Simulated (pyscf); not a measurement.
PySCF, gas phase, ωB97X-D3(BJ)/def2-SVP geometries.

Problem. Estimate by transition-state theory (the high-pressure limit) the rate constant of `[CH3][C]#[N]` + `[CH3]` [doublet] → `[CH3][C]([CH3])=[N]` [doublet] (doublet surface; none broken, C–C formed) at 600 K, with ωB97M-D3(BJ)/def2-TZVP energies (ideal gas, 1 atm, RRHO with modes under 100 cm⁻¹ raised to 100, one conformer, R ln 2 for rigid chiral ones; no tunnelling).

Solution. The electronic barrier is 9.3 kcal/mol and the thermal terms add +18.8, so ΔG‡ = 28.1 kcal/mol. With k_BT/h = 1.25e+13 s⁻¹ and RT = 1.192 kcal/mol, and a volume of 8.18e-20 cm³ per molecule at 1 atm, k = 5.7e-17 cm³ molecule⁻¹ s⁻¹. The product is born with the 29 kcal/mol of the reverse barrier and needs collisions to keep. Wigner's tunnelling factor for 553i cm⁻¹ would be 1.07. A shift of 1 kcal/mol in the barrier changes k by a factor 2.3. One saddle was located; it need not be the lowest between these sides.
